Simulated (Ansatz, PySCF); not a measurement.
This Ansatz (a first-principles code) input computes a PBE/def2-TZVPD energy:

Ansatz 0.2 input:
```yaml
crystal:
  periodic: [false, false, false]
  atoms:
    - {symbol: O, position_ang: [1.18305207, 0.34569777, 0.00221414]}
    - {symbol: C, position_ang: [-0.01560079, 0.64877161, -0.00691488]}
    - {symbol: C, position_ang: [-0.95954357, -0.64362375, 0.00203245]}
    - {symbol: H, position_ang: [-0.38234312, -1.58832861, 0.01484689]}
    - {symbol: H, position_ang: [-1.61996547, -0.59478565, 0.87932223]}
    - {symbol: H, position_ang: [-1.61124183, -0.61335505, -0.88258769]}
basis:
  gaussian:
    orbitals: def2-TZVPD
hamiltonian:
  xc: {name: PBE}
total_charge: -1
output: {forces: true}
```

Task: Write an input for the same energy in PySCF and say what it gives.

Result: 
```python
from pyscf import gto, scf, dft

mol = gto.M(
    atom='''
    O     1.18305207    0.34569777    0.00221414
    C    -0.01560079    0.64877161   -0.00691488
    C    -0.95954357   -0.64362375    0.00203245
    H    -0.38234312   -1.58832861    0.01484689
    H    -1.61996547   -0.59478565    0.87932223
    H    -1.61124183   -0.61335505   -0.88258769
    ''',
    basis='def2-tzvpd',
    charge=-1,
    spin=0,
    verbose=4,
)

mf = dft.RKS(mol, xc='pbe').density_fit(auxbasis='def2-universal-jkfit')
mf.grids.level = 3
mf.conv_tol = 1e-9
mf.max_cycle = 100
mf.max_memory = 1500
mf.kernel()
if not mf.converged:
    mf = mf.newton()
    mf.kernel(mf.make_rdm1())
mf.analyze()
```
It gives -153.07342 Eh, and Ansatz -153.07334 Eh, a difference of 0.08 mEh, from the treatment of integrals and grids.

It need not be the lowest isomer of its formula. Whether it binds its extra electron was not tested at this geometry.
